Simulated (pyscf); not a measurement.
Single points on ωB97X-D3(BJ)/def2-SVP structures (PySCF, gas phase).

Q: For H₃Si–O–PH₂ + water (H₂O) → HO–PH₂ + silanol (HO–SiH₃), a four-centre exchange (singlet surface; O–P, H–O broken, O–P, H–O formed), PBE/def2-TZVP gives ΔE‡ = 34.6 kcal/mol and ΔE = +0.9 kcal/mol (zero: the separated reactants). In which direction and how far do B3LYP-D3(BJ)/def2-TZVP, M06-2X/def2-TZVP, ωB97M-D3(BJ)/def2-TZVP move these?

A: B3LYP-D3(BJ): ΔE‡ = 40.4 kcal/mol, ΔE = +2.5 kcal/mol; M06-2X: ΔE‡ = 42.2 kcal/mol, ΔE = +2.3 kcal/mol; ωB97M-D3(BJ): ΔE‡ = 41.6 kcal/mol, ΔE = +1.9 kcal/mol. PBE's barrier lies under all of them, by 5.8 to 7.7 kcal/mol. Its reaction energy lies under all of them, by 1.0 to 1.6 kcal/mol. Low barriers are usual for a GGA, whose delocalisation error favours stretched bonds. On the product side the descent ends in a complex, 6.1 kcal/mol under the separated species and 45.6 kcal/mol under the saddle at ωB97X-D3(BJ)/def2-TZVP. The same reactants have a lower exit, to HO–SiH₂–O–PH₂ + H₂ (barrier +33.2 kcal/mol at ωB97M-D3(BJ)/def2-TZVP, against +41.6 kcal/mol here). H₃Si–O–PH₂ lies 5.7 kcal/mol over its isomer HO–SiH₂–PH₂ (electronic energy, ωB97M-D3(BJ)/def2-TZVP). Another saddle between the same species, by other bonds, lies lower (23.8 kcal/mol against 41.6 kcal/mol at ωB97M-D3(BJ)/def2-TZVP).
